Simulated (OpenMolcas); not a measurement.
# A workflow on S2F2 (Thio-thionyl fluoride)

Aim: the energy (UHF/STO-3G), then a single-point energy (CASSCF(2,2)/STO-3G), then the energy (CASPT2(2,2)/STO-3G), then the energy (SC-NEVPT2(2,2)/STO-3G), then the energy (MRCI(2,2)/STO-3G) of S2F2 (Thio-thionyl fluoride). 

The results are computed with OpenMolcas 26.06.

3 further runs of the same task are left out: 2 that didn't finish, 1 set aside as unsound or not needed.

### Step 1. Starting point

S2F2 has 4 atoms, charge 0, and is taken as a singlet. SMILES: `FS(F)=S`. The S2–F3 distance was set to 2.810 Å, away from the relaxed value. At this shape a bond of the SMILES string is far longer than usual.

Bond lengths: F1–S2 1.606 Å, S2–S4 1.859 Å. Angles: F1–S2–S4 107.9°.

### Step 2. The energy at UHF/STO-3G (run 1)

step1.input

```
* F2S2 Hartree-Fock
>>> EXPORT MOLCAS_PRINT=2

&GATEWAY
 BasLib
 $CurrDir
 Coord
 4
 bohr
 F      0.26298185     2.46812027     3.01268076
 S     -2.03458497     1.66147178     1.20171842
 F      0.59235355    -2.61243298    -0.54082072
 S     -2.19827305     3.97786026    -1.43316451
 Basis
 STO-3G
 Group
 NoSym

&SEWARD

&SCF
 UHF
 Scramble
 0.25
 PrOrbitals
 1 1
```

The basis set STO-3G is read from a file made from the Basis Set Exchange's data (not shown).

Run with:

```
export MOLCAS_MEM=1860
pymolcas step1.input > step1.log
```

Log:

```text
--- Start Module: gateway ---
[...]
--- Stop Module: gateway /rc=_RC_ALL_IS_WELL_ ---
--- Start Module: seward ---
[...]
      Basis functions           28
--- Stop Module: seward /rc=_RC_ALL_IS_WELL_ ---
--- Start Module: scf ---
[...]
       Convergence after  38 Iterations
[...]
::    Total SCF energy                               -982.3028162808
[...]
      Total spin, S                                     0.6181147032
[...]
      Total electronic charge=   50.000000
      Total            charge=   -0.000000
[...]
      Dipole Moment (debye):
      Origin of the operator (angstrom)=   -0.6182    0.9217    0.2054
                   X= -3.2866E-01               Y= -1.6893E-02               Z= -2.8793E-01           Total=  4.3727E-01
      Quadrupole Moment (debye*angstrom):
[...]
--- Stop Module: scf /rc=_RC_ALL_IS_WELL_ ---
[...]
```

Wall time 2.2 s (1 thread of Arm Neoverse V2, shared host); peak memory 0.37 GiB.

### Step 3. The energy at CASSCF(2,2)/STO-3G (run 2)

step2.input

```
* F2S2 CASSCF

&GATEWAY
  BASLIB
  $CurrDir
  COORD
  4
  bohr
  F      0.26298185     2.46812027     3.01268076
  S     -2.03458497     1.66147178     1.20171842
  F      0.59235355    -2.61243298    -0.54082072
  S     -2.19827305     3.97786026    -1.43316451
  BASIS
  STO-3G
  GROUP
  NoSym

&SEWARD

&RASSCF
  FILEORB
  $CurrDir/step1.UnaOrb
  SPIN
  1
  NACTEL
  2 0 0
  INACTIVE
  24
  RAS2
  2
  ORBLISTING
  Nothing
  ORBAPPEAR
  Compact
```

The basis set STO-3G is read from a file made from the Basis Set Exchange's data (not shown).

Run with:

```
export MOLCAS_MEM=1860
pymolcas step2.input > step2.log
```

Log:

```text
--- Start Module: gateway ---
[...]
--- Stop Module: gateway /rc=_RC_ALL_IS_WELL_ ---
--- Start Module: seward ---
[...]
      Basis functions           28
--- Stop Module: seward /rc=_RC_ALL_IS_WELL_ ---
--- Start Module: rasscf ---
[...]
      Number of active orbitals                  2
[...]
      Spin quantum number                      0.0
[...]
      Active orbitals                            2
[...]
      Number of CSFs                             3
[...]
      Number of root(s) required                 1
[...]
      Convergence after 20 iterations
[...]
      printout of CI-coefficients larger than  0.05 for root  1
      energy=    -982.302717
      conf/sym  11     Coeff  Weight
             1  20  -0.73903 0.54616
             3  02   0.67367 0.45384
      Natural orbitals and occupation numbers for root  1
      sym 1:   1.092328   0.907672
      ************************************************************************************************************************
      *                                                    Final results                                                     *
[...]
::    RASSCF root number  1 Total energy:   -982.30271662
[...]
      Total electronic charge=   50.000000
      Total            charge=   -0.000000
[...]
      Dipole Moment (debye):
      Origin of the operator (angstrom)=   -0.6182    0.9217    0.2054
                   X= -3.3137E-01               Y= -1.7216E-02               Z= -2.7744E-01           Total=  4.3252E-01
      Quadrupole Moment (debye*angstrom):
[...]
--- Stop Module: rasscf /rc=_RC_ALL_IS_WELL_ ---
[...]
```

Run time: 1.8 s. Hardware: 1 thread of Arm Neoverse V2, shared host; peak memory 0.37 GiB.

### Step 4. A single-point energy at CASPT2(2,2)/STO-3G (run 3)

step3.inp

```
&GATEWAY
  BasLib=$CurrDir
  Coord
  4
  bohr
  F      0.26298185     2.46812027     3.01268076
  S     -2.03458497     1.66147178     1.20171842
  F      0.59235355    -2.61243298    -0.54082072
  S     -2.19827305     3.97786026    -1.43316451
  Basis=STO-3G
  Group=NoSym

&SEWARD

&RASSCF
  FileOrb=$CurrDir/step2.RasOrb
  Spin=1
  Nactel=2 0 0
  Inactive=24
  Ras2=2
  OrbListing=Nothing
  OrbAppear=Compact

&CASPT2
  Imaginary=0.1
  Frozen=12
```

The basis set STO-3G is read from a file made from the Basis Set Exchange's data (not shown).

Run with:

```
export MOLCAS_MEM=1860
pymolcas step3.inp > step3.log
```

Log:

```text
--- Start Module: gateway ---
[...]
--- Stop Module: gateway /rc=_RC_ALL_IS_WELL_ ---
[...]
      Basis functions           28
[...]
--- Start Module: rasscf ---
[...]
      Number of active orbitals                  2
[...]
      Spin quantum number                      0.0
[...]
      Active orbitals                            2
[...]
      Number of CSFs                             3
[...]
      Number of root(s) required                 1
[...]
      Convergence after  4 iterations
[...]
      printout of CI-coefficients larger than  0.05 for root  1
      energy=    -982.302717
      conf/sym  11     Coeff  Weight
             1  20  -0.73903 0.54616
             3  02   0.67367 0.45384
      Natural orbitals and occupation numbers for root  1
      sym 1:   1.092328   0.907672
      ************************************************************************************************************************
      *                                                    Final results                                                     *
[...]
::    RASSCF root number  1 Total energy:   -982.30271662
[...]
      Total electronic charge=   50.000000
      Total            charge=   -0.000000
[...]
      Dipole Moment (debye):
      Origin of the operator (angstrom)=   -0.6182    0.9217    0.2054
                   X= -3.3136E-01               Y= -1.7220E-02               Z= -2.7747E-01           Total=  4.3253E-01
      Quadrupole Moment (debye*angstrom):
[...]
--- Stop Module: rasscf /rc=_RC_ALL_IS_WELL_ ---
--- Start Module: caspt2 ---
[...]
 ###    WARNING: User changed nr of frozen orbitals.                         ###
 ###############################################################################
[...]
      E2 (Variational):          -0.0534388509
      Total energy:            -982.3561554754
[...]
      Reference weight:           0.96950
[...]
::    CASPT2 Root  1     Total energy:   -982.35615548
[...]
--- Stop Module: caspt2 /rc=_RC_ALL_IS_WELL_ ---
[...]
```

Wall time 1.6 s (1 thread of Arm Neoverse V2, shared host); peak memory 0.37 GiB.

### Step 5. The energy at SC-NEVPT2(2,2)/STO-3G (run 4)

step4.input

```
* F2S2 NEVPT2

&GATEWAY
 BASLIB=$CurrDir
 COORD
 4
 bohr
 F      0.26298185     2.46812027     3.01268076
 S     -2.03458497     1.66147178     1.20171842
 F      0.59235355    -2.61243298    -0.54082072
 S     -2.19827305     3.97786026    -1.43316451
 BASIS=STO-3G
 GROUP=NoSym

&SEWARD

&RASSCF
 FILEORB=$CurrDir/step2.RasOrb
 SPIN=1
 NACTEL=2 0 0
 INACTIVE=24
 RAS2=2
 ORBLISTING=Nothing
 ORBAPPEAR=Compact

&CASPT2
 SC-NEVPT2
 FROZEN=12
```

The basis set STO-3G is read from a file made from the Basis Set Exchange's data (not shown).

Run with:

```
export MOLCAS_MEM=1860
pymolcas step4.input > step4.log
```

Log:

```text
--- Start Module: gateway ---
[...]
--- Stop Module: gateway /rc=_RC_ALL_IS_WELL_ ---
[...]
      Basis functions           28
[...]
--- Start Module: rasscf ---
[...]
      Number of active orbitals                  2
[...]
      Spin quantum number                      0.0
[...]
      Active orbitals                            2
[...]
      Number of CSFs                             3
[...]
      Number of root(s) required                 1
[...]
      Convergence after  4 iterations
[...]
      printout of CI-coefficients larger than  0.05 for root  1
      energy=    -982.302717
      conf/sym  11     Coeff  Weight
             1  20  -0.73903 0.54616
             3  02   0.67367 0.45384
      Natural orbitals and occupation numbers for root  1
      sym 1:   1.092328   0.907672
      ************************************************************************************************************************
      *                                                    Final results                                                     *
[...]
::    RASSCF root number  1 Total energy:   -982.30271662
[...]
      Total electronic charge=   50.000000
      Total            charge=   -0.000000
[...]
      Dipole Moment (debye):
      Origin of the operator (angstrom)=   -0.6182    0.9217    0.2054
                   X= -3.3136E-01               Y= -1.7220E-02               Z= -2.7747E-01           Total=  4.3253E-01
      Quadrupole Moment (debye*angstrom):
[...]
--- Stop Module: rasscf /rc=_RC_ALL_IS_WELL_ ---
--- Start Module: caspt2 ---
[...]
 ###    WARNING: User changed nr of frozen orbitals.                         ###
 ###############################################################################
[...]
      E2 (Variational):          -0.0524440354
[...]
      E2 (Variational):          -0.0524251845
      Total energy:            -982.3551418090
[...]
      Reference weight:           0.97075
[...]
::    SC-NEVPT2 Root  1     Total energy:   -982.35514181
[...]
--- Stop Module: caspt2 /rc=_RC_ALL_IS_WELL_ ---
[...]
```

It took 1.6 s on 1 thread of Arm Neoverse V2, shared host; peak memory 0.37 GiB.

### Step 6. The energy at MRCI(2,2)/STO-3G (run 5)

step5.inp

```
&GATEWAY
BasLib=$CurrDir
Coord
4
bohr
F      0.26298185     2.46812027     3.01268076
S     -2.03458497     1.66147178     1.20171842
F      0.59235355    -2.61243298    -0.54082072
S     -2.19827305     3.97786026    -1.43316451
Basis=STO-3G
Group=NoSym
&SEWARD
&RASSCF
FileOrb=$CurrDir/step2.RasOrb
Spin=1
Nactel=2 0 0
Inactive=24
Ras2=2
OrbListing=Nothing
OrbAppear=Compact
&MOTRA
LumOrb
Frozen=12
&GUGA
Electrons=26
Spin=1
Inactive=12
Active=2
CIAll=1
&MRCI
SDCI
```

The basis set STO-3G is read from a file made from the Basis Set Exchange's data (not shown).

Run with:

```
export MOLCAS_MEM=1860
pymolcas step5.inp > step5.log
```

Log:

```text
--- Start Module: gateway ---
[...]
--- Stop Module: gateway /rc=_RC_ALL_IS_WELL_ ---
[...]
      Basis functions           28
[...]
      Number of active orbitals                  2
[...]
      Spin quantum number                      0.0
[...]
      Active orbitals                            2
[...]
      Number of CSFs                             3
[...]
      Number of root(s) required                 1
[...]
      Convergence after  4 iterations
[...]
      printout of CI-coefficients larger than  0.05 for root  1
      energy=    -982.302717
      conf/sym  11     Coeff  Weight
             1  20  -0.73903 0.54616
             3  02   0.67367 0.45384
      Natural orbitals and occupation numbers for root  1
      sym 1:   1.092328   0.907672
      ************************************************************************************************************************
      *                                                    Final results                                                     *
[...]
::    RASSCF root number  1 Total energy:   -982.30271662
[...]
      Dipole Moment (debye):
      Origin of the operator (angstrom)=   -0.6182    0.9217    0.2054
                   X= -3.3136E-01               Y= -1.7220E-02               Z= -2.7747E-01           Total=  4.3253E-01
      Quadrupole Moment (debye*angstrom):
[...]
      *** WARNING: Default frozen orbitals is overwritten by user input.
      *** Default values:  12
[...]
--- Start Module: guga ---
[...]
--- Stop Module: guga /rc=_RC_ALL_IS_WELL_ ---
--- Start Module: mrci ---
[...]
       (But an ACPF correction will be computed)
       USE THE DEFAULT ACPF G-VALUE GFAC=   7.6923076923076927E-002
[...]
                      CI ENERGY:  -982.37510402
[...]
                ACPF CORRECTION:    -0.00540872
[...]
      Total electronic charge=   50.000000
      Total            charge=   -0.000000
[...]
     ACPF CORRECTION:     -0.00540872
[...]
  CI State   1     Total energy:   -982.37510402     QDav:     -0.00589616     QACPF:     -0.00540872
[...]
--- Stop Module: mrci /rc=_RC_ALL_IS_WELL_ ---
[...]
```

Run time: 2.1 s. Hardware: 1 thread of Arm Neoverse V2, shared host; peak memory 0.37 GiB.

### Step 7. Summary of results

```
                                                    quantity          value
                             run 1, UHF/STO-3G: total energy  -982.30282 Eh
                            run 1, UHF/STO-3G: dipole moment         0.44 D
                              run 1, UHF/STO-3G: HOMO energy       -6.70 eV
                              run 1, UHF/STO-3G: LUMO energy        5.36 eV
                            run 1, UHF/STO-3G: HOMO–LUMO gap       12.06 eV
                                     run 1, UHF/STO-3G: ⟨S²⟩          1.000
                     run 2, CASSCF(2,2)/STO-3G: total energy  -982.30272 Eh
   run 2, CASSCF(2,2)/STO-3G: dipole moment (CASSCF density)         0.43 D
                     run 3, CASPT2(2,2)/STO-3G: total energy  -982.35616 Eh
   run 3, CASPT2(2,2)/STO-3G: dipole moment (CASSCF density)         0.43 D
                  run 4, SC-NEVPT2(2,2)/STO-3G: total energy  -982.35514 Eh
run 4, SC-NEVPT2(2,2)/STO-3G: dipole moment (CASSCF density)         0.43 D
                       run 5, MRCI(2,2)/STO-3G: total energy  -982.37510 Eh
     run 5, MRCI(2,2)/STO-3G: dipole moment (CASSCF density)         0.43 D
```

**Reading.** ⟨S²⟩ (run 1, UHF/STO-3G) is 1.00 where a pure singlet has 0.00: the reference is spin-contaminated. Mulliken charges (run 2, CASSCF(2,2)/STO-3G) run from -0.21 on F1 to +0.22 on S2; they depend strongly on the basis. Mulliken charges (run 4, SC-NEVPT2(2,2)/STO-3G) of the CASSCF density run from -0.21 on F1 to +0.22 on S2; they depend strongly on the basis. Mulliken charges (run 5, MRCI(2,2)/STO-3G) of the CASSCF density run from -0.21 on F1 to +0.22 on S2; they depend strongly on the basis.
